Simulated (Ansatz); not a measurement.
# CSi2: the cost of one run

Program: Ansatz 0.2.0, Gaussian basis. Level of theory: def2-QZVPP, core rule «outside noble gas», up to 11 orbitals frozen. These are calculated values, not measurements.

Plan: UHF; ROHF; CCSD(T) on UHF.

2 further runs of the same task are left out: 2 set aside as unsound or not needed.

## Step 1: The geometry

The geometry is a PBE0/def2-TZVP stationary point (not a proven minimum) of the parent state, kept for this charge and spin.

3 atoms, charge 1, spin multiplicity 2.

Atoms are counted from 1 here; the program's logs count them from 0.

Bond lengths: C1–Si2 1.825 Å, C1–Si3 1.757 Å, Si2–Si3 2.287 Å. Angles: Si2–C1–Si3 79.3°, C1–Si2–Si3 49.0°, C1–Si3–Si2 51.6°.

Geometry (Å):

```xyz
3
charge 1, multiplicity 2
C     0.0000   -1.1343   -0.0586
Si    0.0000    0.2274    1.1558
Si    0.0000    0.2577   -1.1308
```

## Step 2: UHF

The input, in.yaml:

```yaml
crystal:
  periodic: [false, false, false]
  atoms:
    - {symbol: C, position_ang: [0.000000, -1.134324, -0.058627]}
    - {symbol: Si, position_ang: [0.000000, 0.227422, 1.155842]}
    - {symbol: Si, position_ang: [0.000000, 0.257669, -1.130771]}
basis:
  gaussian: {orbitals: "def2-QZVPP.json"}
total_charge: 1
magnetization: {spin_polarized: true, initial_magnetization: 1}
hamiltonian: {xc: hf}
output: {orbitals: {seedname: orbitals}}
```

Started as:

```console
$ ansatz run in.yaml --threads 1 --pin off --events-out ev --progress --plain --max-ram 2393MiB
```

Q: Estimate wall time and peak memory on 1 thread of Arm Neoverse V1, shared host.

About 81 s, with a peak of 0.54 GiB.
